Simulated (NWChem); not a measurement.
Molecule: hydrogen chloride (HCl); SMILES Cl

All runs: NWChem. Pople sets run with spherical d functions. Structure relaxed at the PBE0-D3(BJ)/def2-TZVP level.

### Question
Among these, which level gives the highest value of “highest occupied level (eV)”?
A) PBE/STO-3G
B) PBE/6-311++G**
C) PBE/6-31+G*
D) PBE/def2-QZVP

### Answer
A, PBE/STO-3G. Values: PBE/6-311++G** -8.03; PBE/def2-QZVP -8.02; PBE/6-31+G* -7.99; PBE/STO-3G -5.94
